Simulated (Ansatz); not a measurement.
Born–Oppenheimer molecular dynamics of B2H2O (5 atoms, charge 0, multiplicity 1). It starts at the highest image of a converged band. Of that band: The profile has 2 maxima (images 3, 6) with wells between them (image 5): this band takes more than one step, which may be the mechanism or a detour left from its start path. Neighbouring images differ by up to 1.8 eV, so the band resolves the path poorly. A vibrational analysis at the climbing image gives one clearly imaginary mode, 892i cm⁻¹, and a faint second one (30i cm⁻¹) that may be numerical noise or a soft torsion: probably a first-order saddle point.

Computed with RKS B3LYP-D4/6-31G in Ansatz.

```
ensemble                      : NVE (velocity Verlet)
time step                     : 0.5 fs
steps asked                   : 200
starting velocities drawn for : 100 K
seed                          : 3518
```

First frame:

```xyz
5
Properties=species:S:1:pos:R:3
B -0.402 0.048 -0.248
B -0.246 1.745 -0.828
O 0.629 -0.413 0.497
H -1.329 -0.692 -0.473
H 1.348 -0.689 1.052
```

(1) How far do the bonds stretch over the last three quarters of this one trajectory? (Pairs bonded in most of those frames.)

Results:

(1) 
| bond | mean (Å) | spread (Å) | shortest | longest |
| --- | --- | --- | --- | --- |
| B1–B2 | 1.793 | 0.040 | 1.73 | 1.86 |
| B1–O3 | 1.380 | 0.037 | 1.31 | 1.44 |
| B1–H4 | 1.217 | 0.020 | 1.18 | 1.25 |
| O3–H5 | 0.980 | 0.014 | 0.95 | 1.01 |

Mean temperature of the second half: 822 K. The conserved energy stayed within 0.17 meV per atom of its start (net change 0.034 meV per atom), so the integration is sound. The kinetic energy rose, since the run started high on the potential surface and went downhill. A run of 0.1 ps of so small a system gives no equilibrium averages. The orbitals stay closed-shell, which can raise the energy where a bond breaks towards radicals; this wasn't checked here. Limits of this set-up: no polarisation functions.

Time of the run: 5.4 min on 1 thread of Intel(R) Xeon(R) Processor @ 2.50GHz (Skylake/Cascade Lake), on a shared host, peak memory 0.09 GiB.
